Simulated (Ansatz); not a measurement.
**CCSD(T) against full CI for several species**

Each species is computed at the geometry given (Å), with frozen cores, in Ansatz 0.2.0: RHF-CCSD(T) for singlets, UHF-CCSD(T) otherwise, and full CI in the same basis. The program picks the determinant by trial CCSD, so it needn't be the lowest Hartree–Fock solution. States: HCB A', HNB Σ⁺ or Δ, BCl⁺ Σ⁺ or Δ. Cases whose determinant has another symmetry than full CI's state, or whose (Q) step broke down, weren't drawn.

**Question.** Judging by size, spin and bonding, rank them by the size of CCSD(T)'s error in total energy against full CI in the same basis, smallest first (an estimate).
A. BCl⁺, doublet, 6-31G: B 0.000 0.000 0.000; Cl 0.000 0.000 1.596
B. HCB, singlet, 6-31G: B 0.000 0.061 0.626; C 0.000 -0.101 -0.453; H 0.000 0.556 -1.314
C. HNB, doublet, 6-31G: B 0.000 0.000 1.153; N 0.000 0.000 -0.080; H 0.000 0.000 -1.073

**Answer.** A (17.3 meV), C (39.4 meV), B (50.6 meV).

| species | basis | correlated electrons | CCSD(T) − full CI (meV) | CCSDT(Q) − full CI (meV) | unpaired electrons (full CI) | T1 | ⟨S²⟩ of the determinant |
| --- | --- | --- | --- | --- | --- | --- | --- |
| BCl⁺, doublet | 6-31G | 9 | 17.3 | -5.8 | 1.04 | 0.029 | 0.77 |
| HNB, doublet | 6-31G | 9 | 39.4 | -4.5 | 1.08 | 0.034 | 0.87 |
| HCB, singlet | 6-31G | 8 | -50.6 | -17.1 | 0.57 | 0.137 | 0.00 |

Unpaired electrons are Σ n²(2−n)² over natural occupations; an open shell counts its own unpaired electrons too. Frozen cores follow each run's orbitals, which moves totals by a few meV.
